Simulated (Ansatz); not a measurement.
The input, for Ansatz 0.2.0:

```yaml
crystal:
  periodic: [false, false, false]
  atoms:
    - {symbol: Si, position_ang: [0.000000, 0.000000, 0.000000]}
    - {symbol: As, position_ang: [0.000000, 0.000000, 6.163000]}
basis:
  gaussian: {orbitals: cc-pVDZ}
total_charge: 1
magnetization: {spin_polarized: false, initial_magnetization: 2}
correlation: {method: ccsd_t, electrons: outside_noble_gas}
```

```sh
$ ansatz run in.yaml --threads 1 --pin off --events-out ev --progress --plain --max-ram 4096MiB --backend cpu
```

The program prints:

```
514 factors; integrals over basis functions are off by at most 1.2e-4 eV
mean field evaluation 1: about -68633.5455 eV, gradient 1.9e1 eV
mean field evaluation 2: about -68633.5467 eV, gradient 1.9e1 eV
mean field evaluation 4: about -68600.3217 eV, gradient 3.7e1 eV
mean field evaluation 8: about -68642.9930 eV, gradient 6.2e0 eV
mean field evaluation 16: about -68643.6696 eV, gradient 1.0e1 eV
mean field evaluation 32: about -68644.6562 eV, gradient 1.3e-1 eV
mean field evaluation 64: about -68644.6772 eV, gradient 9.4e-2 eV
mean field evaluation 96: about -68644.5605 eV, gradient 9.0e-2 eV
mean field evaluation 128: about -68644.5863 eV, gradient 1.3e-6 eV
mean field evaluation 160: about -68644.5818 eV, gradient 1.2e-1 eV
...
mean field -68644.67861398 eV, -2522.6454100295 hartree, gradient 1.0e-10 eV, S^2 2.000000; 35 other end points of the search recorded, 0 dependent functions left out
...
determinant -68644.67861398 eV, -2522.6454100295 hartree, with singles and doubles -68648.53070555 eV, -2522.7869717836 hartree
determinant -68644.67694047 eV, -2522.6453485292 hartree, with singles and doubles -68648.52932824 eV, -2522.7869211683 hartree
determinant -68644.65421192 eV, -2522.6445132704 hartree, with singles and doubles -68648.55492136 eV, -2522.7878616983 hartree
determinant -68644.58634540 eV, -2522.6420192218 hartree, with singles and doubles -68648.48214899 eV, -2522.7851873628 hartree
determinant -68644.58285916 eV, -2522.6418911047 hartree, with singles and doubles -68648.50637558 eV, -2522.7860776736 hartree
determinant -68644.58124840 eV, -2522.6418319105 hartree, with singles and doubles -68648.49629466 eV, -2522.7857072066 hartree
determinant -68644.51504214 eV, -2522.6393988752 hartree, with singles and doubles -68648.44147381 eV, -2522.7836925777 hartree
determinant -68644.50276703 eV, -2522.6389477733 hartree, with singles and doubles -68648.43636596 eV, -2522.7835048678 hartree
determinant -68644.50094863 eV, -2522.6388809483 hartree, with singles and doubles -68648.45854803 eV, -2522.7843200435 hartree
determinant -68644.03488095 eV, -2522.6217532770 hartree, with singles and doubles -68648.99030546 eV, -2522.8038617686 hartree
determinant -68643.78309968 eV, -2522.6125004860 hartree, with singles and doubles -68648.85166236 eV, -2522.7987667289 hartree
determinant -68643.65833840 eV, -2522.6079155933 hartree, with singles and doubles -68646.40337034 eV, -2522.7087936566 hartree
determinant -68643.59294116 eV, -2522.6055122892 hartree, with singles and doubles -68647.59172828 eV, -2522.7524650052 hartree
determinant -68643.46021288 eV, -2522.6006346150 hartree, with no singles and doubles
determinant -68643.20496328 eV, -2522.5912543652 hartree, with singles and doubles -68647.06328970 eV, -2522.7330452459 hartree
determinant -68643.20146872 eV, -2522.5911259425 hartree, with singles and doubles -68647.06680564 eV, -2522.7331744542 hartree
determinant -68643.19337461 eV, -2522.5908284892 hartree, with singles and doubles -68647.31904954 eV, -2522.7424442465 hartree
determinant -68643.10598223 eV, -2522.5876168786 hartree, with singles and doubles -68647.22718295 eV, -2522.7390682117 hartree
determinant -68644.67861398 eV, -2522.6454100295 hartree, with singles and doubles -68648.60727394 eV, -2522.7897856199 hartree
determinant -68644.67694047 eV, -2522.6453485292 hartree, with singles and doubles -68648.60621815 eV, -2522.7897468204 hartree
determinant -68644.65421192 eV, -2522.6445132704 hartree, with singles and doubles -68648.58741616 eV, -2522.7890558602 hartree
determinant -68644.58634540 eV, -2522.6420192218 hartree, with singles and doubles -68648.54258951 eV, -2522.7874085111 hartree
determinant -68644.58285916 eV, -2522.6418911047 hartree, with singles and doubles -68648.54067063 eV, -2522.7873379935 hartree
determinant -68644.58124840 eV, -2522.6418319105 hartree, with singles and doubles -68648.53803401 eV, -2522.7872410996 hartree
determinant -68644.51504214 eV, -2522.6393988752 hartree, with singles and doubles -68648.49970852 eV, -2522.7858326638 hartree
determinant -68644.50094863 eV, -2522.6388809483 hartree, with singles and doubles -68648.49429779 eV, -2522.7856338232 hartree
determinant -68644.03488095 eV, -2522.6217532770 hartree, with singles and doubles -68650.46743822 eV, -2522.8581453964 hartree
determinant -68643.78309968 eV, -2522.6125004860 hartree, with singles and doubles -68650.47547382 eV, -2522.8584406994 hartree
mean field evaluation 1824: about -68644.0349 eV, gradient 5.1e-4 eV
determinant -68642.42010638 eV, -2522.5624114060 hartree, with singles and doubles -68649.11685704 eV, -2522.8085124535 hartree
determinant -68642.42010638 eV, -2522.5624114060 hartree, with singles and doubles -68650.47195182 eV, -2522.8583112681 hartree
unrestricted determinant -68647.15960518 eV, -2522.7365847744 hartree, S^2 3.0133
19 core orbitals not correlated: weight in the atoms' cores, before any rotation towards them, 1.000 or more for the frozen orbitals, at most 0.000 for the correlated occupied ones
reference -68644.03488095 eV, -2522.6217532771 hartree; 5, 3 occupied and 21, 23 virtual orbitals, 514 factors
second order -3.64901474 eV of doubles, -0.09992266 eV of singles
cycle   1  -6.43258259 eV  change   -2.5e-5 eV  update   2.1e-5
cycle   2  -6.43254948 eV  change    3.3e-5 eV  update   1.2e-5
cycle   3  -6.43256388 eV  change   -1.4e-5 eV  update   6.3e-6
cycle   4  -6.43256337 eV  change    5.1e-7 eV  update   2.2e-6
cycle   5  -6.43256171 eV  change    1.7e-6 eV  update   1.7e-6
cycle   6  -6.43255968 eV  change    2.0e-6 eV  update   1.3e-6
cycle   7  -6.43255529 eV  change    4.4e-6 eV  update   2.6e-6
cycle   8  -6.43255332 eV  change    2.0e-6 eV  update   1.2e-6
cycle   9  -6.43255297 eV  change    3.5e-7 eV  update   7.1e-7
perturbative correction -0.09109162 eV, -0.0033475552 hartree
WARN: these amplitudes may be one of several solutions (largest doubles amplitude 0.21, level shift 3.85 eV)
Total energy: -68650.55852555 eV, -2522.8614927939 hartree
```

The determinant lies 0.64 eV above the lowest one of its kind in the log. The T1 diagnostic is 0.556, too large for the energy to be relied on.

Ran on 1 thread of AMD EPYC 7R13, shared host: 37 s wall, 0.16 GiB peak host memory.
